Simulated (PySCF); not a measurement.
Computed Raman spectrum (relative Raman activity) of a molecule C4H5N. The structure is a stationary point at B3LYP-D3(BJ)/def2-SVP. The values are those of a single conformer. Computed with PySCF with B3LYP-D3(BJ)/def2-SVP. Frequencies are harmonic and unscaled.

| ν (cm⁻¹) | relative intensity |
|---|---|
| 1088 | 2.2 |
| 1154 | 3.3 |
| 1187 | 16 |
| 1434 | 13 |
| 1510 | 5.2 |
| 3234 | 47 |
| 3245 | 15 |
| 3260 | 2.6 |
| 3265 | 100 |
| 3667 | 43 |

### Question
Identify the compound among the candidates.
A. N#CC1CC1
B. c1cc[nH]c1
C. C1=CCN=C1
D. C#C/C=N/C

### Answer
B, c1cc[nH]c1
